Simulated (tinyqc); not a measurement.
LCCD on RHF in the sto-3g basis, frozen core, for H2O, spin multiplicity 1, step by step (part 1 of 2). Computed by tinyqc, a small Python program that keeps every step (integrals from PySCF). Settings: charge = 0, multiplicity = 1, basis = sto-3g, method = RHF, frozen orbitals = 1, energy threshold = 1e-10, iteration cap = 75, orthogonalisation = symmetric, start = core, DIIS depth = 6, amplitude equations = LCCD, DIIS depth for amplitudes = 6, cap on updates = 82. Command: `OMP_NUM_THREADS=1 python tinyqc.py 27389 27390 out.jsonl` (the two numbers bound the seeds that draw the settings). One thread of a shared host (Intel(R) Xeon(R) Processor @ 2.60GHz), about 0.08 s of CPU time with the checks. The early iterations of the SCF are left out here.

## One-electron integrals

Geometry (angstrom):

| atom | x | y | z |
|---|---|---|---|
| O | 0.000000 | 0.000000 | 0.000000 |
| H | 0.000000 | 0.795000 | 0.506000 |
| H | 0.000000 | -0.778000 | 0.495000 |

Basis sto-3g: exponents (1/bohr^2) and contraction coefficients of normalised primitives:

| element | l (shell) | exponent | coefficient |
|---|---|---|---|
| O | s (1) | 130.709320 | 0.154329 |
| O | s (1) | 23.808861 | 0.535328 |
| O | s (1) | 6.443608 | 0.444635 |
| O | s (2) | 5.033151 | -0.099967 |
| O | s (2) | 1.169596 | 0.399513 |
| O | s (2) | 0.380389 | 0.700115 |
| O | p (3) | 5.033151 | 0.155916 |
| O | p (3) | 1.169596 | 0.607684 |
| O | p (3) | 0.380389 | 0.391957 |
| H | s (1) | 3.425251 | 0.154329 |
| H | s (1) | 0.623914 | 0.535328 |
| H | s (1) | 0.168855 | 0.444635 |

Overlap, kinetic and nuclear-attraction integrals over the contracted functions; the nuclear repulsion is the sum of Za Zb / Rab.

nuclear repulsion = 9.41966632 hartree

overlap S, lower triangle:
```
           1O 1s     1O 2s    1O 2px     1O 2py    1O 2pz     2H 1s     3H 1s
1O 1s   1.000000
1O 2s   0.236704  1.000000
1O 2px  0.000000  0.000000  1.000000
1O 2py  0.000000  0.000000  0.000000   1.000000
1O 2pz  0.000000  0.000000  0.000000   0.000000  1.000000
2H 1s   0.055909  0.484588  0.000000   0.336230  0.214003  1.000000
3H 1s   0.058649  0.498097  0.000000  -0.341997  0.217595  0.231041  1.000000
```

kinetic energy T (hartree), lower triangle:
```
            1O 1s     1O 2s    1O 2px     1O 2py    1O 2pz     2H 1s     3H 1s
1O 1s   29.003200
1O 2s   -0.168011  0.808128
1O 2px   0.000000  0.000000  2.528731
1O 2py   0.000000  0.000000  0.000000   2.528731
1O 2pz   0.000000  0.000000  0.000000   0.000000  2.528731
2H 1s   -0.001422  0.135862  0.000000   0.249562  0.158841  0.760032
3H 1s    0.000223  0.146161  0.000000  -0.263222  0.167474  0.004140  0.760032
```

nuclear attraction V (hartree), lower triangle:
```
             1O 1s       1O 2s      1O 2px      1O 2py      1O 2pz      2H 1s      3H 1s
1O 1s   -61.753863
1O 2s    -7.451835  -10.169711
1O 2px    0.000000    0.000000  -10.008212
1O 2py    0.000601    0.005639    0.000000  -10.196840
1O 2pz   -0.017579   -0.204706    0.000000    0.002819  -10.084597
2H 1s    -1.812062   -3.967707    0.000000   -2.454107   -1.624651  -5.881224
3H 1s    -1.902478   -4.105440    0.000000    2.519401   -1.666229  -1.531558  -5.961440
```

core Hamiltonian H = T + V (hartree), lower triangle:
```
             1O 1s      1O 2s     1O 2px     1O 2py     1O 2pz      2H 1s      3H 1s
1O 1s   -32.750663
1O 2s    -7.619846  -9.361583
1O 2px    0.000000   0.000000  -7.479480
1O 2py    0.000601   0.005639   0.000000  -7.668109
1O 2pz   -0.017579  -0.204706   0.000000   0.002819  -7.555866
2H 1s    -1.813484  -3.831845   0.000000  -2.204545  -1.465810  -5.121192
3H 1s    -1.902255  -3.959279   0.000000   2.256180  -1.498755  -1.527417  -5.201408
```

## Two-electron integrals

Functions are numbered as in S; the eight-fold symmetry (ij|kl) = (ji|kl) = (kl|ij) leaves the list below.

Two-electron integrals (ij|kl) in chemists' order, unique and non-zero (hartree):
```
(11|11) 4.785065    (21|11) 0.741380    (21|21) 0.136873    (22|11) 1.118947
(22|21) 0.256633    (22|22) 0.817206    (31|31) 0.024477    (32|31) 0.037809
(32|32) 0.180518    (33|11) 1.115814    (33|21) 0.256684    (33|22) 0.817023
(33|33) 0.880159    (41|41) 0.024477    (42|41) 0.037809    (42|42) 0.180518
(43|43) 0.047444    (44|11) 1.115814    (44|21) 0.256684    (44|22) 0.817023
(44|33) 0.785270    (44|44) 0.880159    (51|51) 0.024477    (52|51) 0.037809
(52|52) 0.180518    (53|53) 0.047444    (54|54) 0.047444    (55|11) 1.115814
(55|21) 0.256684    (55|22) 0.817023    (55|33) 0.785270    (55|44) 0.785270
(55|55) 0.880159    (61|11) 0.178024    (61|21) 0.032569    (61|22) 0.060609
(61|33) 0.060494    (61|41) 0.001261    (61|42) 0.002352    (61|44) 0.060743
(61|51) 0.000803    (61|52) 0.001497    (61|54) 0.000158    (61|55) 0.060595
(61|61) 0.007850    (62|11) 0.414062    (62|21) 0.096072    (62|22) 0.336493
(62|33) 0.330943    (62|41) 0.006050    (62|42) 0.045361    (62|44) 0.342570
(62|51) 0.003851    (62|52) 0.028871    (62|54) 0.007400    (62|55) 0.335653
(62|61) 0.023268    (62|62) 0.168608    (63|31) 0.010280    (63|32) 0.059009
(63|43) 0.009531    (63|53) 0.006066    (63|63) 0.024624    (64|11) 0.244583
(64|21) 0.057509    (64|22) 0.215155    (64|33) 0.205296    (64|41) 0.013472
(64|42) 0.086658    (64|44) 0.231674    (64|51) 0.002031    (64|52) 0.017598
(64|54) 0.010723    (64|55) 0.208260    (64|61) 0.014572    (64|62) 0.130953
(64|64) 0.125217    (65|11) 0.155672    (65|21) 0.036603    (65|22) 0.136941
(65|33) 0.130666    (65|41) 0.002031    (65|42) 0.017598    (65|44) 0.135323
(65|51) 0.011573    (65|52) 0.070210    (65|54) 0.012495    (65|55) 0.144685
(65|61) 0.009275    (65|62) 0.083349    (65|64) 0.064025    (65|65) 0.065374
(66|11) 0.539092    (66|21) 0.127115    (66|22) 0.508640    (66|33) 0.487904
(66|41) 0.010788    (66|42) 0.109798    (66|44) 0.531739    (66|51) 0.006866
(66|52) 0.069884    (66|54) 0.027900    (66|55) 0.505662    (66|61) 0.031096
(66|62) 0.314433    (66|64) 0.279064    (66|65) 0.177618    (66|66) 0.774606
(71|11) 0.186867    (71|21) 0.034181    (71|22) 0.063584    (71|33) 0.063466
(71|41) -0.001319   (71|42) -0.002458   (71|44) 0.063724    (71|51) 0.000839
(71|52) 0.001564    (71|54) -0.000165   (71|55) 0.063570    (71|61) 0.008095
(71|62) 0.023553    (71|64) 0.013438    (71|65) 0.009392    (71|66) 0.031035
(71|71) 0.008645    (72|11) 0.428598    (72|21) 0.099417    (72|22) 0.347479
(72|33) 0.341806    (72|41) -0.006245   (72|42) -0.046553   (72|44) 0.353692
(72|51) 0.003974    (72|52) 0.029619    (72|54) -0.007562   (72|55) 0.346618
(72|61) 0.023233    (72|62) 0.139797    (72|64) 0.074940    (72|65) 0.066982
(72|66) 0.213096    (72|71) 0.025256    (72|72) 0.178843    (73|31) 0.010713
(73|32) 0.061221    (73|43) -0.009814   (73|53) 0.006244    (73|63) 0.019772
(73|73) 0.026320    (74|11) -0.250834   (74|21) -0.058971   (74|22) -0.220190
(74|33) -0.210070   (74|41) 0.013986    (74|42) 0.089411    (74|44) -0.237166
(74|51) -0.002082   (74|52) -0.017935   (74|54) 0.010995    (74|55) -0.213093
(74|61) -0.013122   (74|62) -0.073956   (74|64) -0.020353   (74|65) -0.034624
(74|66) -0.099277   (74|71) -0.015682   (74|72) -0.137665   (74|74) 0.131156
(75|11) 0.159593    (75|21) 0.037520    (75|22) 0.140095    (75|33) 0.133656
(75|41) -0.002082   (75|42) -0.017935   (75|44) 0.138408    (75|51) 0.012038
(75|52) 0.072632    (75|54) -0.012837   (75|55) 0.148068    (75|61) 0.009185
(75|62) 0.066552    (75|64) 0.034831    (75|65) 0.051166    (75|66) 0.111152
(75|71) 0.009977    (75|72) 0.087589    (75|74) -0.066701   (75|75) 0.068759
(76|11) 0.154131    (76|21) 0.036017    (76|22) 0.134841    (76|33) 0.132120
(76|41) 0.000018    (76|42) 0.000200    (76|44) 0.135173    (76|51) 0.002355
(76|52) 0.020240    (76|54) 0.000049    (76|55) 0.137091    (76|61) 0.008609
(76|62) 0.065086    (76|64) 0.043735    (76|65) 0.036141    (76|66) 0.121353
(76|71) 0.009028    (76|72) 0.066793    (76|74) -0.044252   (76|75) 0.036814
(76|76) 0.029820    (77|11) 0.549036    (77|21) 0.129419    (77|22) 0.516051
(77|33) 0.495006    (77|41) -0.011090   (77|42) -0.111621   (77|44) 0.539510
(77|51) 0.007056    (77|52) 0.071018    (77|54) -0.028315   (77|55) 0.513021
(77|61) 0.030114    (77|62) 0.209224    (77|64) 0.098825    (77|65) 0.109857
(77|66) 0.331204    (77|71) 0.033217    (77|72) 0.325665    (77|74) -0.286564
(77|75) 0.182326    (77|76) 0.121353    (77|77) 0.774606
```

## Orthogonalisation

S = U s U^T; symmetric (Loewdin) form X = U s^(-1/2) U^T, so that X^T S X = 1.

eigenvalues of S: 0.327336  0.391975  0.894947  1.000000  1.079650  1.377705  1.928387

X, lower triangle:
```
            1O 1s      1O 2s    1O 2px     1O 2py     1O 2pz      2H 1s     3H 1s
1O 1s    1.024336
1O 2s   -0.145044   1.272127
1O 2px   0.000000   0.000000  1.000000
1O 2py   0.000348  -0.006262  0.000000   1.138013
1O 2pz  -0.009581   0.107697  0.000000  -0.002238   1.046360
2H 1s    0.022527  -0.307792  0.000000  -0.252716  -0.133788   1.220293
3H 1s    0.023052  -0.324751  0.000000   0.260904  -0.139396  -0.085148  1.235512
```

## Iteration 8 (converged): orbitals

converged F (hartree), lower triangle:
```
             1O 1s      1O 2s     1O 2px     1O 2py     1O 2pz      2H 1s      3H 1s
1O 1s   -20.212756
1O 2s    -5.160585  -2.443987
1O 2px    0.000000   0.000000  -0.383891
1O 2py    0.000532   0.006488   0.000000  -0.348461
1O 2pz   -0.029171  -0.123521   0.000000   0.005465  -0.353312
2H 1s    -1.236657  -1.045631   0.000000  -0.419282  -0.331386  -0.588201
3H 1s    -1.296710  -1.080452   0.000000   0.426427  -0.336047  -0.382930  -0.617400
```

Diagonalise F' = X^T F X, C = X C', fill 5 alpha and 5 beta electrons from the bottom; D = 2 C_occ C_occ^T. Each column has its largest component positive (the first on a tie).

F' = X^T F X (hartree), lower triangle:
```
            1          2          3          4          5          6         7
1  -19.831263
2   -2.697717  -1.185920
3    0.000000   0.000000  -0.383891
4   -0.000076  -0.003260   0.000000   0.014030
5   -0.051600   0.108964   0.000000   0.001534  -0.223711
6   -0.197696  -0.538093   0.000000  -0.507121  -0.303447   0.035097
7   -0.216149  -0.560970   0.000000   0.516260  -0.309994  -0.107517  0.041175
```

orbital energies (hartree): MO1 -20.221752, MO2 -1.267461, MO3 -0.646704, MO4 -0.429868, MO5 -0.383891, MO6 0.607968, MO7 0.807225

coefficients C:
```
              MO1        MO2        MO3        MO4       MO5        MO6        MO7
1O 1s    0.994043  -0.232660  -0.002967   0.096835  0.000000  -0.140371   0.009516
1O 2s    0.027243   0.826078   0.016168  -0.508090  0.000000   0.950809  -0.074695
1O 2px   0.000000   0.000000   0.000000   0.000000  1.000000   0.000000   0.000000
1O 2py  -0.000166  -0.006354   0.595419   0.003605  0.000000   0.055084   1.034139
1O 2pz   0.004189   0.125671  -0.006424   0.815993  0.000000   0.678530  -0.042372
2H 1s   -0.006163   0.158698   0.437622   0.258933  0.000000  -0.864420  -0.801479
3H 1s   -0.006456   0.166825  -0.435153   0.249212  0.000000  -0.782307   0.914272
```

D after iteration 8, lower triangle:
```
            1O 1s      1O 2s    1O 2px     1O 2py    1O 2pz      2H 1s     3H 1s
1O 1s    2.103275
1O 2s   -0.428728   1.883128
1O 2px   0.000000   0.000000  2.000000
1O 2py  -0.000209   0.005083  0.000000   0.709154
1O 2pz   0.107923  -0.621546  0.000000  -0.003365  1.363393
2H 1s   -0.038548   0.012886  0.000000   0.520989  0.456789   0.567566
3H 1s   -0.039616   0.007955  0.000000  -0.518517  0.454177  -0.198778  0.558674
```

## Convergence

Stop when the energy changes by less than 1e-10 hartree and every element of the error matrix X^T (F D S - S D F) X is below 3e-06.

Course of the cycle:

| iteration | E (hartree) | change | largest element of the error matrix |
|---|---|---|---|
| 1 | -73.23221943 | - | 7.59e-01 |
| 2 | -74.94522174 | -1.71e+00 | 4.85e-02 |
| 3 | -74.94985371 | -4.63e-03 | 1.66e-02 |
| 4 | -74.95028245 | -4.29e-04 | 3.18e-03 |
| 5 | -74.95030913 | -2.67e-05 | 5.19e-04 |
| 6 | -74.95030979 | -6.57e-07 | 4.59e-05 |
| 7 | -74.95030979 | -3.65e-09 | 1.23e-06 |
| 8 | -74.95030979 | -2.70e-12 | 1.67e-07 |

PySCF RHF in the same basis = -74.95030979 hartree

Converged in 8 iterations.

## Integrals over molecular orbitals

(pq|rs) = sum C_ip C_jq C_kr C_ls (ij|kl), one index at a time.

one-electron integrals over orbitals h = C^T H C (hartree), lower triangle:
```
            1          2          3          4          5          6          7
1  -32.732641
2    0.560478  -7.684016
3    0.007195  -0.001798  -6.421547
4   -0.219831   0.389795   0.023916  -7.102616
5    0.000000   0.000000   0.000000   0.000000  -7.479480
6    0.325876  -1.397289  -0.117423  -0.981103   0.000000  -5.255289
7   -0.022016   0.104226  -1.735808   0.035120   0.000000  -0.023233  -5.646058
```

Two-electron integrals over orbitals (pq|rs), unique and non-zero (hartree); the lowest 1 orbital is frozen and left out:
```
(22|22) 0.725834    (32|22) -0.003598   (32|32) 0.147996    (33|22) 0.646083
(33|32) 0.002124    (33|33) 0.637614    (42|22) 0.007748    (42|32) -0.000349
(42|33) 0.007256    (42|42) 0.124821    (43|22) -0.001994   (43|32) 0.019283
(43|33) -0.000708   (43|42) 0.002218    (43|43) 0.044087    (44|22) 0.686032
(44|32) 0.001569    (44|33) 0.605760    (44|42) -0.105081   (44|43) -0.003546
(44|44) 0.809747    (52|52) 0.144390    (53|52) 0.001374    (53|53) 0.029063
(54|52) -0.043822   (54|53) -0.000807   (54|54) 0.055645    (55|22) 0.747201
(55|32) 0.000683    (55|33) 0.631219    (55|42) -0.061447   (55|43) -0.003097
(55|44) 0.741548    (55|55) 0.880159    (62|22) 0.140646    (62|32) 0.003750
(62|33) 0.072178    (62|42) 0.021183    (62|43) -0.001987   (62|44) 0.100014
(62|55) 0.160956    (62|62) 0.100756    (63|22) 0.011246    (63|32) -0.047431
(63|33) 0.005896    (63|42) -0.003881   (63|43) -0.027449   (63|44) 0.010263
(63|55) 0.013159    (63|62) 0.006650    (63|63) 0.077218    (64|22) 0.089714
(64|32) -0.004294   (64|33) 0.039755    (64|42) -0.014600   (64|43) -0.001142
(64|44) 0.109013    (64|55) 0.103535    (64|62) 0.062057    (64|63) 0.007788
(64|64) 0.057999    (65|52) 0.062284    (65|53) 0.002108    (65|54) -0.003271
(65|65) 0.039788    (66|22) 0.605416    (66|32) 0.011271    (66|33) 0.570283
(66|42) 0.061872    (66|43) 0.005416    (66|44) 0.543614    (66|55) 0.581729
(66|62) 0.088563    (66|63) -0.004903   (66|64) 0.042022    (66|66) 0.590186
(72|22) -0.010637   (72|32) 0.039892    (72|33) -0.004066   (72|42) 0.000510
(72|43) -0.030975   (72|44) -0.008605   (72|55) -0.011880   (72|62) -0.003388
(72|63) 0.034975    (72|64) -0.005054   (72|66) -0.006386   (72|72) 0.061628
(73|22) 0.140392    (73|32) 0.004487    (73|33) 0.092937    (73|42) -0.068669
(73|43) -0.001066   (73|44) 0.169110    (73|55) 0.189754    (73|62) 0.079223
(73|63) 0.005340    (73|64) 0.067327    (73|66) 0.037316    (73|72) -0.007666
(73|73) 0.147983    (74|22) -0.001661   (74|32) -0.072939   (74|33) -0.003041
(74|42) -0.000699   (74|43) 0.006752    (74|44) -0.003953   (74|55) -0.003459
(74|62) -0.004458   (74|63) 0.042668    (74|64) 0.001681    (74|66) -0.008374
(74|72) -0.016999   (74|73) -0.005285   (74|74) 0.063738    (75|52) -0.004320
(75|53) 0.023752    (75|54) 0.000605    (75|65) -0.001006   (75|75) 0.024925
(76|22) -0.001918   (76|32) 0.104445    (76|33) 0.003956    (76|42) -0.004179
(76|43) 0.043457    (76|44) 0.004678    (76|55) 0.001881    (76|62) -0.000658
(76|63) -0.070732   (76|64) -0.004483   (76|66) 0.012069    (76|72) -0.007602
(76|73) 0.007532    (76|74) -0.055009   (76|76) 0.119808    (77|22) 0.629197
(77|32) -0.013007   (77|33) 0.615484    (77|42) -0.015514   (77|43) -0.005905
(77|44) 0.619592    (77|55) 0.633155    (77|62) 0.071230    (77|63) 0.015151
(77|64) 0.040308    (77|66) 0.563013    (77|72) -0.004961   (77|73) 0.100893
(77|74) 0.005545    (77|76) -0.010836   (77|77) 0.629064
```

## LCCD: starting amplitudes

t_ij^ab = <ij||ab> / (e_i + e_j - e_a - e_b), whose energy is MP2.

Starting amplitudes (spin orbitals 1a, 1b, ...; amplitudes related by a flip of all spins are not repeated; the 24 largest):

| from | to | t |
|---|---|---|
| 3a 3b | 7a 7b | -0.050891 |
| 3a 3b | 6a 6b | -0.030772 |
| 4a 4b | 6a 6b | -0.027942 |
| 3a 4b | 6b 7a | 0.027020 |
| 2a 2b | 6a 6b | -0.026862 |
| 4a 4b | 7a 7b | -0.025761 |
| 2a 3b | 6a 7b | -0.023795 |
| 2a 4b | 6a 6b | -0.021301 |
| 5a 5b | 6a 6b | -0.020057 |
| 3a 4b | 6a 7b | -0.017124 |
| 2a 2b | 7a 7b | -0.014852 |
| 2a 3a | 6a 7a | -0.013290 |
| 2a 3b | 6b 7a | 0.010505 |
| 5a 5b | 7a 7b | -0.010463 |
| 3a 4a | 6a 7a | 0.009896 |
| 2a 4b | 7a 7b | 0.005133 |
| 3a 4b | 6a 6b | -0.003397 |
| 2a 3b | 7a 7b | 0.002173 |
| 2a 3b | 6a 6b | -0.002125 |
| 3a 3b | 6a 7b | -0.001972 |
| 3a 4b | 7a 7b | 0.001964 |
| 2a 4b | 6b 7a | -0.001624 |
| 2a 4b | 6a 7b | 0.001432 |
| 2a 2b | 6a 7b | 0.000858 |

correlation energy = -0.03213243 hartree

## LCCD: amplitude update 1

t_ij^ab D_ij^ab are set to the remaining terms of the spin-orbital equations, evaluated with the old amplitudes; for the doubles these are <ij||ab> + 1/2 <ab||ef> t_ij^ef + 1/2 <mn||ij> t_mn^ab + P(ij)P(ab) <mb||ej> t_im^ae, D the orbital-energy denominators (linear CCD).

Amplitudes after update 1 (spin orbitals 1a, 1b, ...; amplitudes related by a flip of all spins are not repeated; the 24 largest):

| from | to | t |
|---|---|---|
| 3a 3b | 7a 7b | -0.064288 |
| 3a 3b | 6a 6b | -0.040965 |
| 4a 4b | 6a 6b | -0.035408 |
| 3a 4b | 6b 7a | 0.035203 |
| 4a 4b | 7a 7b | -0.032963 |
| 2a 2b | 6a 6b | -0.030935 |
| 2a 3b | 6a 7b | -0.030131 |
| 2a 4b | 6a 6b | -0.029365 |
| 3a 4b | 6a 7b | -0.025147 |
| 5a 5b | 6a 6b | -0.025036 |
| 2a 2b | 7a 7b | -0.016680 |
| 2a 3b | 6b 7a | 0.016279 |
| 2a 3a | 6a 7a | -0.013851 |
| 5a 5b | 7a 7b | -0.011413 |
| 3a 4a | 6a 7a | 0.010055 |
| 2a 4b | 7a 7b | 0.005091 |
| 3a 4b | 6a 6b | -0.004743 |
| 2a 3b | 7a 7b | 0.002893 |
| 2a 3b | 6a 6b | -0.002876 |
| 3a 4b | 7a 7b | 0.002642 |
| 3a 3b | 6a 7b | -0.002497 |
| 2a 4b | 6b 7a | -0.002011 |
| 2a 4b | 6a 7b | 0.001845 |
| 2a 2b | 6a 7b | 0.001080 |

correlation energy = -0.04085565 hartree

## LCCD: amplitude update 2

As before.

Amplitudes after update 2 (spin orbitals 1a, 1b, ...; amplitudes related by a flip of all spins are not repeated; the 24 largest):

| from | to | t |
|---|---|---|
| 3a 3b | 7a 7b | -0.068409 |
| 3a 3b | 6a 6b | -0.044589 |
| 4a 4b | 6a 6b | -0.038206 |
| 3a 4b | 6b 7a | 0.037919 |
| 4a 4b | 7a 7b | -0.035214 |
| 2a 4b | 6a 6b | -0.032302 |
| 2a 3b | 6a 7b | -0.031790 |
| 2a 2b | 6a 6b | -0.031641 |
| 3a 4b | 6a 7b | -0.028748 |
| 5a 5b | 6a 6b | -0.026632 |
| 2a 3b | 6b 7a | 0.018644 |
| 2a 2b | 7a 7b | -0.016819 |
| 2a 3a | 6a 7a | -0.013146 |
| 5a 5b | 7a 7b | -0.011108 |
| 3a 4a | 6a 7a | 0.009172 |
| 3a 4b | 6a 6b | -0.005294 |
| 2a 4b | 7a 7b | 0.004728 |
| 2a 3b | 6a 6b | -0.003134 |
| 2a 3b | 7a 7b | 0.003125 |
| 3a 4b | 7a 7b | 0.002893 |
| 3a 3b | 6a 7b | -0.002664 |
| 2a 4b | 6b 7a | -0.002102 |
| 2a 4b | 6a 7b | 0.001971 |
| 4a 4b | 6a 7b | -0.001190 |

correlation energy = -0.04355726 hartree

## LCCD: amplitude update 3

t_ij^ab D_ij^ab are set to the remaining terms of the spin-orbital equations, evaluated with the old amplitudes; for the doubles these are <ij||ab> + 1/2 <ab||ef> t_ij^ef + 1/2 <mn||ij> t_mn^ab + P(ij)P(ab) <mb||ej> t_im^ae, D the orbital-energy denominators (linear CCD). DIIS then mixes the stored amplitudes.

DIIS coefficients: -0.605374  1.605374

Amplitudes after update 3 (spin orbitals 1a, 1b, ...; amplitudes related by a flip of all spins are not repeated; the 24 largest):

| from | to | t |
|---|---|---|
| 3a 3b | 7a 7b | -0.070703 |
| 3a 3b | 6a 6b | -0.046621 |
| 4a 4b | 6a 6b | -0.040158 |
| 3a 4b | 6b 7a | 0.039459 |
| 4a 4b | 7a 7b | -0.036366 |
| 2a 4b | 6a 6b | -0.034101 |
| 2a 3b | 6a 7b | -0.032518 |
| 2a 2b | 6a 6b | -0.031866 |
| 3a 4b | 6a 7b | -0.031272 |
| 5a 5b | 6a 6b | -0.027580 |
| 2a 3b | 6b 7a | 0.020115 |
| 2a 2b | 7a 7b | -0.016753 |
| 2a 3a | 6a 7a | -0.012403 |
| 5a 5b | 7a 7b | -0.010620 |
| 3a 4a | 6a 7a | 0.008187 |
| 3a 4b | 6a 6b | -0.005662 |
| 2a 4b | 7a 7b | 0.004416 |
| 2a 3b | 6a 6b | -0.003281 |
| 2a 3b | 7a 7b | 0.003251 |
| 3a 4b | 7a 7b | 0.003047 |
| 3a 3b | 6a 7b | -0.002768 |
| 2a 4b | 6b 7a | -0.002138 |
| 2a 4b | 6a 7b | 0.002039 |
| 4a 4b | 6a 7b | -0.001254 |

correlation energy = -0.04503764 hartree
